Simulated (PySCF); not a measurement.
Orbital energies, ionisation energy and electron affinity

Species: difluoromethylene, CF₂ (singlet state).
Structure used (PBE0-D3(BJ)/def2-SVP), in Å, numbered top down from 1:
```
atom  x, y, z in Å
F1    -1.0250   -0.2579    0.0000
C2     0.0025    0.5256    0.0000
F3     1.0225   -0.2676    0.0000
```

Level: CAM-B3LYP/def2-SVPD (PySCF). Frontier orbitals with their largest atomic shares (Löwdin; up to four atoms above 4 %):

```tsv
orbital	ε (eV)	main atoms
HOMO−3	-17.60	F3 41 %, F1 41 %, C2 18 %
HOMO−2	-15.55	F1 47 %, F3 47 %, C2 5 %
HOMO−1	-14.82	F1 49 %, F3 49 %
HOMO	-10.41	?
LUMO	-1.14	C2 62 %, F3 19 %, F1 19 %
LUMO+1	2.03	C2 59 %, F3 20 %, F1 20 %
LUMO+2	2.97	F3 46 %, F1 46 %, C2 9 %
```

**Question.** What vertical ionisation energy does ΔSCF give, and how far is −ε(HOMO) from it?

**Answer.** ΔSCF: 12.20 eV (1177 kJ/mol; threshold wavelength 101.6 nm); ⟨S²⟩ of the doublet left behind is 0.754, against 0.75 for a pure doublet. −ε(HOMO) is 10.41 eV, 1.79 eV below it. In exact Kohn–Sham theory the two would be equal; CAM-B3LYP (range-separated hybrid) falls short of its own ΔSCF value by 15 %. Holes in the HOMO−1 and HOMO−2 were tried too where these lie within 1.2 eV of the HOMO; the lowest converged state counts.

**Question.** On which atoms does the HOMO lie?

**Answer.** C2 (carbon bonded to 2 F) 63 %, F1 (fluorine bonded to C) 19 %, F3 (fluorine bonded to C) 19 %, so more than half of it is on one atom. The HOMO−1 lies 4.41 eV lower.

**Question.** And the vertical electron affinity, the fundamental gap, Mulliken's electronegativity and the hardness (with the factor ½)?

**Answer.** EA = -0.23 eV by ΔSCF (−ε(LUMO) = 1.14 eV); a negative value means that the added electron isn't bound at this geometry and level, and the number then depends on the basis. IE − EA = 12.43 eV against an orbital gap of 9.27 eV; (IE + EA)/2 = 5.98 eV; (IE − EA)/2 = 6.21 eV.

**Question.** How many of the 10 lowest singlet excitations (vertical TDDFT, same level) lie below the ionisation energy?

**Answer.** 9; they run from 4.71 to 12.29 eV.

**Question.** What total energies stand behind the ΔSCF value?

**Answer.** E(N) = -237.46761 Eh and E(N − 1) = -237.01922 Eh at the same geometry, 0.44839 Eh apart. With one more electron, E(N + 1) = -237.45915 Eh.

**Question.** What kinetic energy would electrons from this vertical process carry with He II light (40.814 eV)?

**Answer.** 40.81 − 12.20 = 28.61 eV.

**Question.** With α = 16.1 au, estimate the like-pair dispersion coefficient by London's formula C6 = (3/4)α²I.

**Answer.** I = 0.4484 Eh, so C6 ≈ 87.3 au, a rough estimate.

Geometry: PBE0-D3(BJ)/def2-SVP; no solvent, vibrations or thermal averaging.
